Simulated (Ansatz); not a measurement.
I need a search for lower mean-field states of ClF. Use the Ansatz DFT code, driven from Python. Settings (for the species named): Hartree-Fock, def2-SVP basis, multiplicity 1.

```xyz
2

Cl    0.0000    0.0000    0.0000
F     0.0000    0.0000    1.5850
```

`clf_states.py`
```python
"""Restricted and unrestricted solutions of ClF, stretched and not."""

import ansatz as az
import numpy as np

geometry_ang = [
    ("Cl", (0.0, 0.0, 0.0)),
    ("F", (0.0, 0.0, 1.585)),
]
geometry = az.Crystal.molecule()
for symbol, xyz in geometry_ang:
    geometry = geometry.atom(symbol, xyz)
symbols = [site.symbol for site in geometry.cartesian_sites]

start = np.array([site.position_ang for site in geometry.cartesian_sites])
for factor in [1.0, 1.25, 1.6]:
    xyz = (start - start.mean(axis=0)) * factor
    scaled = az.Crystal.molecule()
    for symbol, place in zip(symbols, xyz):
        scaled = scaled.atom(symbol, place.tolist())
    setup = scaled.calculation()
    setup = setup.basis(gaussian="def2-SVP")
    setup = setup.functional("HF")
    setup = setup.spin("collinear")
    for search in ("off", "standard"):
        try:
            r = setup.scf(lower_state_search=search).run().report
        except az.AnsatzError as error:
            print(f"x{factor} search {search}: {type(error).__name__}")
            continue
        state = r["mean_field"]["state"]
        print(f"all distances x{factor}, search {search:8s} E = {r['free_energy_ev']:.5f} eV  <S^2> = {abs(state['spin_squared']):.3f}  other states met: {len(r['mean_field']['others'])}")
```

```console
$ python clf_states.py
all distances x1.0, search off      E = -15200.44496 eV  <S^2> = 0.000  other states met: 0
all distances x1.0, search standard E = -15200.44496 eV  <S^2> = 0.000  other states met: 0
all distances x1.25, search off      E = -15199.13956 eV  <S^2> = 0.000  other states met: 0
all distances x1.25, search standard E = -15200.10153 eV  <S^2> = 0.683  other states met: 5
all distances x1.6, search off      E = -15196.23696 eV  <S^2> = 0.000  other states met: 0
all distances x1.6, search standard E = -15200.32431 eV  <S^2> = 0.969  other states met: 7
```

These settings explore the input space; basis and method may be short of convergence. The count of other states can hold repeated and symmetry-equivalent ends of the search; scaling all distances is a test, and for more than two atoms no physical path. The expectation value of S² is noticeably off S(S+1) in at least one run, so that state is spin-contaminated. The spin state was assumed, and another may lie lower. The whole script took 1.4 s on 1 thread of Arm Neoverse V2, on a shared host, peak memory 0.14 GiB.
